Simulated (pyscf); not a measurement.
Optimised with ωB97X-D3(BJ)/def2-SVP in PySCF.

### Question
Estimate by transition-state theory (the high-pressure limit) the rate constant of F–GeH: [singlet] + H₂ → F–GeH₃ (singlet surface; H–H broken, Ge–H, Ge–H formed) at 900 K, with ωB97M-D3(BJ)/def2-TZVP energies (ideal gas, 1 atm, RRHO with modes under 100 cm⁻¹ raised to 100, one conformer, R ln 2 for chiral ones without a mode under 150 cm⁻¹; no tunnelling).

### Answer
The electronic barrier is 32.9 kcal/mol and the thermal terms add +26.1, so ΔG‡ = 59.0 kcal/mol. With k_BT/h = 1.88e+13 s⁻¹ and RT = 1.788 kcal/mol, and a volume of 1.23e-19 cm³ per molecule at 1 atm, k = 1.1e-20 cm³ molecule⁻¹ s⁻¹. The product is born with the 62 kcal/mol of the reverse barrier and needs collisions to keep. Wigner's tunnelling factor for 1341i cm⁻¹ would be 1.19. A shift of 1 kcal/mol in the barrier changes k by a factor 1.7. The same reactants have a lower exit, to F–GeH: [singlet] + H₂ (barrier +15.1 kcal/mol at ωB97M-D3(BJ)/def2-TZVP, against +32.9 kcal/mol here). This is the saddle that the search found; another between the same sides may lie lower. Elements up to Kr have no core potential and no relativistic terms here.
